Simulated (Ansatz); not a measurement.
Geometry optimisation, UKS B3LYP/def2-SVPD in Ansatz.

The input (input.yaml):

```yaml
crystal:
  periodic: [false, false, false]
  atoms:
    - { symbol: C, position_ang: [-0.299, 0.8959, 0.3206] }
    - { symbol: O, position_ang: [-0.9386, -0.3334, 0.0782] }
    - { symbol: Si, position_ang: [0.0143, -1.5735, -0.4422] }
    - { symbol: H, position_ang: [0.1688, 1.3568, -0.6123] }
    - { symbol: H, position_ang: [0.4075, 0.8859, 1.0861] }
    - { symbol: H, position_ang: [-1.1368, 1.6422, 0.632] }
    - { symbol: H, position_ang: [-0.478, -2.0656, -1.766] }
    - { symbol: H, position_ang: [-0.20842, -2.77108, 0.49698] }
magnetization:
  spin_polarized: true
  initial_magnetization: 1
basis:
  gaussian: { orbitals: def2-SVPD }
hamiltonian:
  xc: b3lyp
relax:
  f_tol: 0.015
  max_steps: 40
output:
  orbitals: {}
```

Command:

```bash
$ ansatz run input.yaml --threads 2 --pin off --max-ram 3072MiB --backend cpu --events-out ev --progress --plain --runs-dir out
```

Q: Where does it end, and by what steps?

A: The forces met the threshold. After 17 steps the energy has fallen by 0.396 eV; H7 moved furthest, 0.69 Å.

```tsv
step	energy less start (eV)	largest force component (eV/Å)	accepted
0	0.0000	3.011	yes
1	-0.2465	1.079	yes
2	-0.2959	0.171	yes
3	-0.2968	0.359	yes
4	-0.3150	0.109	yes
5	-0.3343	0.615	yes
6	-0.3310	1.251	no
7	-0.3573	0.253	yes
8	-0.3715	0.183	yes
9	-0.3795	0.322	yes
10	-0.3949	0.071	yes
11	-0.3909	0.149	no
12	-0.3958	0.019	yes
13	-0.3960	0.020	yes
14	-0.3960	0.057	yes
15	-0.3963	0.030	yes
16	-0.3964	0.016	yes
17	-0.3965	0.010	yes
```

```xyz
8
Properties=species:S:1:pos:R:3
C -0.327 0.913 0.282
O -0.604 -0.444 0.575
Si 0.053 -1.778 -0.209
H -0.282 1.094 -0.806
H 0.630 1.225 0.732
H -1.133 1.527 0.707
H -0.018 -1.562 -1.696
H -0.789 -2.938 0.210
```

Time of the run: 55 s on 2 threads of Arm Neoverse V1, with other jobs on the host, peak memory 0.23 GiB.
